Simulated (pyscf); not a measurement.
`[GeH2]` [singlet] + `[CH2]=[CH2]` → `[CH2]1[CH2][GeH2]1`, gas phase, singlet surface. Optimised with ωB97X-D3(BJ)/def2-SVP in PySCF. MP2 and CC: frozen core, UHF for open shells. ΔMP2 is the change of the MP2 total energy from the triple- to the quadruple-zeta basis. ΔG in kcal/mol from CCSD(T)/def2-TZVPP + ΔMP2(QZVPP) energies (ideal gas, 1 atm, RRHO with modes under 100 cm⁻¹ raised to 100, one conformer, R ln 2 for chiral ones without a mode under 150 cm⁻¹).

```tsv
T (K)	ΔG
298	-15.0
600	-3.4
900	?
1200	+18.3
```

Task: Fit a line to the three values, predict ΔG at 900 K, and estimate where the reaction turns unfavourable at 1 atm of each gas.

Result: Least squares gives ΔG = -25.8 + 36.8 × T/1000 K, so ΔS is about -154 J/(mol K) and ΔH about -25.8 kcal/mol over this range (ΔH at 298 K: -26.5). At 900 K the line gives +7.3; the computed value is +7.6. ΔG = 0 falls near 700 K; 1 kcal/mol in the energy moves that by 27 K. This is thermodynamics alone and says nothing of the barrier. The CCSD(T) − MP2 part came from Ansatz, without density fitting, on the same reference. The frozen core leaves the outer d or s,p core shells of the metals and heavy elements correlated in the MP2 and CC values, and def2-TZVPP describes them poorly, which can shift differences by a few kcal/mol. Elements up to Kr have no core potential and no relativistic terms here.
